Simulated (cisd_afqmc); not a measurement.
Input (AFQMC/CISD/aug-cc-pVDZ; cisd_afqmc is a phaseless AFQMC code with CISD trial states that reads the integrals written by Ansatz):

Ansatz 0.2 input:
```python
import cisd_afqmc

open("ham.yaml", "w").write("""\
crystal:
  periodic: [false, false, false]
  atoms:
    - {symbol: O, position_ang: [-0.30106373, -0.10804873, 0.00000210]}
    - {symbol: H, position_ang: [-0.42794473, 0.85156927, -0.00000558]}
    - {symbol: H, position_ang: [1.01548627, -0.10036673, -0.00000312]}
    - {symbol: H, position_ang: [1.82096827, 0.11318727, -0.00000809]}
basis:
  gaussian:
    orbitals: aug-cc-pVDZ
magnetization: {spin_polarized: true, initial_magnetization: 1}
correlation: {method: ccsd, electrons: outside_noble_gas, hamiltonian_folder: ham}
""")
rep = cisd_afqmc.ansatz("ham.yaml")
e_ccsd = rep["correlation"]["coupled_cluster"]["energy"]["hartree"]
out = cisd_afqmc.run("ham", e_ccsd, trial="CISD", walkers=200, populations=8, threads=8, dt=0.005, steps=40, early=24, settle=10, least=32,
    cut=5e-5, rank_cut=2e-4, target=0.0004, seconds=1500, seed=1, memory=17280, gpu=False)
```

Output:

```
orbitals 49, occupied [5, 4], factors 264 of 468, rank of the doubles 173 of 400
E(HF) = -76.500063
E(CCSD) on the cut factors = -76.734203, shift to the whole factors -0.000016
Energy of the trial state on the determinant = -76.734204
  tau behind 7.2 of longer steps, mean of the populations' last blocks
   2.0  -76.74017
   4.0  -76.74112
   6.0  -76.74011
   8.0  -76.74022
blocks 264 (1 outliers left out), error by blocks joined: 1: 0.00015, 2: 0.00019, 4: 0.00022, 8: 0.00026, 16: 0.00029
E(AFQMC/CISD) = -76.74051 +/- 0.00029
```

The determinant is spin-contaminated: <S^2> is 0.79, 0.04 over the pure value.
